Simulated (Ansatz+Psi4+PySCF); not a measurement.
**doublet C2H5: levels of theory in one basis**

```yaml
atoms:
  - { symbol: C, position_ang: [-0.2566, -0.8266, 0.0003] }
  - { symbol: C, position_ang: [-0.2434, 0.6731, -0.0064] }
  - { symbol: H, position_ang: [0.7665, -1.2266, -0.0064] }
  - { symbol: H, position_ang: [-0.7576, -1.2212, 0.8768] }
  - { symbol: H, position_ang: [-0.7601, -1.2040, -0.8826] }
  - { symbol: H, position_ang: [-0.1652, 1.2230, -0.9326] }
  - { symbol: H, position_ang: [-0.1757, 1.2268, 0.9161] }
```

Basis set: cc-pVTZ (spherical functions). Frozen core: 2 orbitals. Correlation on ROHF uses semicanonical orbitals with singles. Charge 0, multiplicity 2.

Computed with Ansatz (development build ahead of 0.2.0) and Psi4 1.11; each method stands on the lowest determinant of its kind that the runs found.

| method | E − E(ROHF) (eV) | <S²> of the determinant |
| --- | --- | --- |
| ROHF | 0.00 | 0.75 |
| UHF | -0.13 | 0.76 |
| ROHF-MP2 | -9.14 | – |
| UHF-MP2 | -9.12 | 0.76 |
| ROHF-CCSD | -9.99 | – |
| UHF-CCSD | -9.99 | 0.76 |

Question: What does ROHF-CCSD(T) give on the same scale?

Answer: -10.32 eV.
